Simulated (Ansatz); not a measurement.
bcc Mo was calculated with r²SCAN (Ansatz, an electronic-structure program, PAW).

Settings: plane-wave cutoff 560 eV, 24×24×24 k mesh, Fermi–Dirac smearing 0.05 eV, no spin polarisation, scalar-relativistic PAW data made under PBE.

Computed at the level's own relaxed cell.

Predict the equilibrium volume per atom, bulk modulus, lattice constant a and pressure derivative B′ of the bulk modulus.


- equilibrium volume per atom = 15.64 Å³/atom
- bulk modulus = 271 GPa
- lattice constant a = 3.151 Å
- pressure derivative B′ of the bulk modulus = 4.1

The run finds no gap.

Measured, for comparison: equilibrium volume per atom 15.49 Å³/atom, lattice constant a 3.141 Å (static lattice: zero-point anharmonic expansion removed; as tabulated in Mejia-Rodriguez and Trickey (2018), arXiv:1807.09216); bulk modulus 265 GPa (zero-point energy and finite temperature contributions removed, our sources range from 265 to 278; as tabulated in doi:10.1021/acs.jctc.3c00612). Computed (rounded) less measured: equilibrium volume per atom +1.0 %, bulk modulus +2 % (inside the range of the sources held), lattice constant a +0.3 %.
